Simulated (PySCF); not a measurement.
Gas-phase reaction: vinylsilane + SiH₄ → 2 H₂CSiH₂ + H₂

Energies from PySCF, thermal terms from the rigid-rotor harmonic-oscillator model, ideal gas at 1 bar. † marks an energy on the PBE0/def2-TZVP geometry and frequencies. CCSD(T) freezes the core. All species are closed-shell singlets. H₂CSiH₂: computed as isolated molecules; such fragments, hydroxides, amides, oligomers or adducts are transient or little studied in the gas. CCSD(T) isn't extrapolated to the basis-set limit.

HF/def2-TZVP† gives ΔH°(298 K) = 326 kJ.

Problem. What do ωB97M-V/def2-TZVP†, M06-2X/def2-TZVP†, CCSD(T)/def2-TZVPP† give?

Solution. ωB97M-V/def2-TZVP†: 273 kJ; M06-2X/def2-TZVP†: 267 kJ; CCSD(T)/def2-TZVPP†: 264 kJ. For scale, ΔH°(298 K) is 326 kJ at this level, 273 kJ at ωB97M-V/def2-TZVP†, and runs from 236 to 342 kJ over the 20 levels computed.
